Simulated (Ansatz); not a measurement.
A Morse fit to a bond in AlSi, quartet, and a point to predict

Starting geometry (PBE0/def2-TZVP stationary point for this spin, which needn't be the lowest; state Σ⁻ or Δ):

```xyz
2

Si    0.0000    0.0000    0.0000
Al    0.0000    0.0000    2.4162
```

Atom Al2 moves along the line of the distance Si1-Al2, all else staying in place. Energies are in eV from the starting point at each level.

Basis cc-pVDZ; Ansatz 0.2.0. Only valence electrons are correlated (noble-gas cores frozen).

Full CI is exact within this basis and frozen core; it isn't the basis-set limit.

| distance Si1-Al2 (Å) | full CI | B3LYP |
| --- | --- | --- |
| 1.959 | 1.773 | 1.598 |
| 2.135 | 0.582 | 0.504 |
| 2.416 | 0.000 | 0.000 |
| 2.594 | 0.039 | 0.052 |
| 2.902 | 0.386 | 0.385 |
| 3.288 | ? | ? |
| 3.822 | 1.544 | 1.507 |
| 4.359 | 1.908 | 1.900 |
| 5.424 | 2.158 | 2.205 |
| 6.532 | 2.206 | 2.299 |
| 8.318 | 2.219 | 2.334 |

A Morse curve E(r) = E0 + De (1 − exp(−a (r − re)))² is laid through the three points about the minimum (2.135, 2.416, 2.594 Å), with E0 + De set to the last point:

| level | re (Å) | a (1/Å) | E0 (eV) | De (eV) | k = 2 De a² (eV/Å²) |
| --- | --- | --- | --- | --- | --- |
| full CI | 2.467 | 1.253 | -0.009 | 2.228 | 7.0 |
| B3LYP | 2.453 | 1.203 | -0.005 | 2.339 | 6.8 |

Problem. Use the full-CI fit to predict the withheld energy at 3.288 Å.

Solution. exp(−1.253 × (3.288 − 2.467)) = 0.3575; E = -0.009 + 2.228 × (1 − 0.3575)² = 0.911 eV. Full CI in cc-pVDZ gives 0.932 eV, so the Morse form is 0.021 eV too low there (1.0 % of De). B3LYP gives 0.899 eV.

Kohn–Sham is unrestricted where that lies lower.

De here is the depth of the well in this basis, without the zero-point term.

In so small a basis the reference is far from its limit while semilocal and hybrid functionals are nearer theirs, so the functionals' errors here hold much of the reference's basis and frozen-core error, which can add to them or hide them.
